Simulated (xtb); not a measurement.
BCl₃, charge +1, doublet, at a GFN2-xTB geometry of the parent state (a state made from the parent by changing its charge; the spin is typed, not shown lowest); GFN1-xTB run with xtb.

Here is a job for xtb.
```
$ xtb mol.xyz --gfn 1 --chrg 1 --uhf 1 --json

# file mol.xyz
4

B     -0.00012924     0.00017465    -0.01065182
Cl     0.02666439     1.72290836     0.02897049
Cl     1.47887022    -0.88426276    -0.03139692
Cl    -1.50549659    -0.83869697     0.00555932
```

The log (banner, timings and long lists left out):

```
   ID    Z sym.   atoms
    1    5 B      1
    2   17 Cl     2-4

           -------------------------------------------------
          |                Calculation Setup                |
           -------------------------------------------------

           -------------------------------------------------
          |                 G F N 1 - x T B                 |
           -------------------------------------------------

          ...................................................
          :                      SETUP                      :
          :.................................................:
          :  # basis functions                  34          :
          :  # atomic orbitals                  31          :
          :  # shells                           11          :
          :  # electrons                        23          :
          :  # halogen bonds                     0          :
          :  max. iterations                   250          :
          :  Hamiltonian                  GFN1-xTB          :
          :  restarted?                      false          :
          :  GBSA solvation                  false          :
          :  PC potential                    false          :
          :  electronic temp.          300.0000000     K    :
          :  accuracy                    1.0000000          :
          :  -> integral cutoff          0.2500000E+02      :
          :  -> integral neglect         0.1000000E-07      :
          :  -> SCF convergence          0.1000000E-05 Eh   :
          :  -> wf. convergence          0.2000000E-04 e    :
          :  Broyden damping             0.4000000          :
          :  net charge                          1          :
          :  unpaired electrons                  1          :
          ...................................................

 iter      E             dE          RMSdq      gap      omega  full diag
   1    -13.7409043 -0.137409E+02  0.572E+00    5.35       0.0  T
   2    -13.7415682 -0.663876E-03  0.353E+00    5.21       1.0  T
   3    -13.7415157  0.524820E-04  0.161E-01    5.26       1.0  T
   4    -13.7415862 -0.705233E-04  0.382E-03    5.22      13.1  T
   5    -13.7415862 -0.177539E-07  0.123E-03    5.22      40.5  T
   6    -13.7415862  0.446164E-08  0.116E-03    5.22      43.0  T
   7    -13.7415862 -0.454179E-08  0.161E-05    5.22    3104.4  T
   8    -13.7415862 -0.753175E-12  0.258E-07    5.22  100000.0  T

[...]
         :: total energy             -13.695299145336 Eh    ::
[...]
        14                         -0.4120428             -11.2123
        15                         -0.3468173              -9.4374
        16                         -0.3468173              -9.4374
        17                         -0.2990578              -8.1378
        18                         -0.2990578              -8.1378
        19                         -0.2990167              -8.1367
        20                         -0.2965541              -8.0696
        21                         -0.2965541              -8.0696
        22                         -0.2950803              -8.0295
        23                         -0.2935896              -7.9890
       ...                                ...                  ...
        31                          0.2301535               6.2628
      -------------------------------------------------------------
                  HL-Gap            0.1919293 Eh            5.2227 eV
             Fermi-level           -0.6258209 Eh          -17.0295 eV

  Mulliken/CM5 charges         n(s)   n(p)   n(d)
     1B     0.37707  0.14249   0.939  1.684  0.000
     2Cl    0.20764  0.28584   1.927  4.878 -0.013
     3Cl    0.20764  0.28584   1.927  4.878 -0.013
     4Cl    0.20764  0.28584   1.927  4.878 -0.013

Wiberg/Mayer (AO) data.
largest (>0.10) Wiberg bond orders for each atom

 ---------------------------------------------------------------------------
     #   Z sym  total        # sym  WBO       # sym  WBO       # sym  WBO
 ---------------------------------------------------------------------------
     1   5 B    3.413 --     2 Cl   1.138     4 Cl   1.138     3 Cl   1.138
     2  17 Cl   1.627 --     1 B    1.138     3 Cl   0.245     4 Cl   0.245
     3  17 Cl   1.627 --     1 B    1.138     2 Cl   0.245     4 Cl   0.245
     4  17 Cl   1.627 --     1 B    1.138     2 Cl   0.245     3 Cl   0.245
 ---------------------------------------------------------------------------

Topologies differ in total number of bonds
Writing topology from bond orders to xtbtopo.mol

 dipole moment from electron density (au)
     X       Y       Z
  -0.0001   0.0002  -0.0098  total (Debye):    0.025

           -------------------------------------------------
          | TOTAL ENERGY              -13.695299145336 Eh   |
          | GRADIENT NORM               0.016430364038 Eh/α |
          | HOMO-LUMO GAP               5.222660967033 eV   |
           -------------------------------------------------

normal termination of xtb
```
